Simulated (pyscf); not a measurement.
PySCF, gas phase, ωB97X-D3(BJ)/def2-SVP geometries. MP2 and CC: frozen core, UHF for open shells. ΔMP2 is the change of the MP2 total energy from the triple- to the quadruple-zeta basis.

Task: For the elementary gas-phase step H₃Si–InH–PH₂ → H₂P–In [singlet] + silane (SiH₄) (singlet surface; In–Si, H–In broken, H–Si formed), what barrier and reaction energy does CCSD(T)/def2-TZVPP + ΔMP2(QZVPP) give, measured from the reactant's lowest minimum found?

Result: ΔE‡ = 33.1 kcal/mol, ΔE = +0.8 kcal/mol. Zero-point energy shifts the barrier by -0.5 kcal/mol. It is a 1,1-elimination, with an imaginary mode of 434i cm⁻¹. On the product side the descent ends in a complex (not fully relaxed), 6.1 kcal/mol under the separated species and 35.5 kcal/mol under the saddle at ωB97X-D3(BJ)/def2-TZVP. At ωB97X-D3(BJ)/def2-TZVP the barrier from the zero used here is 37.1 kcal/mol. This is the saddle that the search found; another between the same sides may lie lower. The CCSD(T) − MP2 part came from Ansatz, without density fitting, on the same reference. The frozen core leaves the outer d or s,p core shells of the metals and heavy elements correlated in the MP2 and CC values, and def2-TZVPP describes them poorly, which can shift differences by a few kcal/mol. Elements past Kr carry the def2 core potentials, without spin-orbit coupling.
